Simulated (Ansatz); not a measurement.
C2H4FNOS can be A, `N/C(S)=C(\O)F`, or B, `NC(O)(F)C=S`.

Gas-phase electronic energies from Ansatz, PBE0-D4/def2-TZVP geometries. CBS: MP2 limit from def2 TZ/QZ plus the TZ coupled-cluster correction, frozen cores. DFT in def2-TZVPP. B3LYP here is the variant with VWN-RPA as its local correlation; programs differ in this. One conformer a species, not always the lowest.

A:

```xyz
10

N     1.1798   -0.4360    0.6705
C     0.3077    0.2189   -0.2089
S     1.0224    1.3140   -1.3736
C    -1.0131    0.0528   -0.1550
O    -1.6155   -0.7783    0.7143
F    -1.8738    0.7570   -0.8916
H     0.7011   -1.1085    1.2550
H     1.9549   -0.8671    0.1842
H     1.6980    2.0556   -0.4748
H    -2.3616   -1.2084    0.2801
```

B:

Z-matrix (Å, degrees):
```
C
O 1 1.382
F 1 1.387 2 107.8
N 1 1.406 2 107.4 3 -121.8
C 1 1.521 2 110.0 3 119.1
H 2 0.963 1 107.7 3 -49.9
H 4 1.012 1 110.5 2 48.7
H 4 1.010 1 111.3 2 171.9
S 5 1.599 1 127.1 2 -123.3
H 5 1.091 1 110.7 2 56.1
```

**Question.** Which is lower in electronic energy at CCSD(T)/CBS, and by how much? (An estimate is asked.)

**Answer.** Computed: B, by 35.2 kJ/mol.

**Question.** Give E(B) − E(A) in kJ/mol with B3LYP, MP2/def2-TZVPP, r2SCAN-D4, CCSD(T)/def2-TZVPP, PBE0-D4, CCSD/def2-TZVPP, ωB97M-V. (Best estimate.)

**Answer.** Ansatz gave: B3LYP -21.2, MP2/def2-TZVPP -38.0, r2SCAN-D4 -21.7, CCSD(T)/def2-TZVPP -39.4, PBE0-D4 -16.0, CCSD/def2-TZVPP -38.1, ωB97M-V -29.1. None reverses the order clearly.

Largest T1 diagnostic: 0.014.

From PBE to PBE0 (25 % exact exchange), in def2-TZVPP and without D4, E(B) − E(A) moves by −3.2 kJ/mol.
